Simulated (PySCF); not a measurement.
## SiO under electron impact: the energy ladder

r²SCAN in PySCF with def2-TZVPPD on every atom, for the lowest determinant that a PBE0 search found; no spin–orbit coupling.

| species | state (unpaired electrons) | Re (Å) | ωe (cm⁻¹) | energy of the minimum from the neutral (eV) | De (eV) | dissociates to |
| --- | --- | --- | --- | --- | --- | --- |
| SiO | singlet (closed shell) | 1.515 | 1247 | 0.00 | 8.13 | Si + O |
| SiO⁺ | doublet (σ ↑) | 1.517 | 1174 | 11.34 | 5.11 | Si⁺ + O |

Question: Work out the lowest energy to break SiO into atoms, from its vibrational ground state.

Answer: D0 = De − ωe/2 = 8.13 − 0.08 = 8.05 eV (r²SCAN/def2-TZVPPD).

Question: Work out the ionisation energy of the Si atom at this level and the threshold of dissociative ionisation.

Answer: IE(Si) = 11.34 + 5.11 − 8.13 = 8.32 eV, so Si⁺ + O + e⁻ appears at D0 + IE(Si) = 16.37 eV (r²SCAN/def2-TZVPPD). The measured IE(Si) is 8.152 eV (NIST ASD).

These are thermodynamic thresholds; the onsets seen under electron impact lie higher where the geometry changes, and cross-sections peak well above them.

For an ion De counts to the pair picked by the measured ionisation energies or electron affinities, which need not be the lowest pair at this level. States were picked by a PBE0 search and need not be the measured ground states.
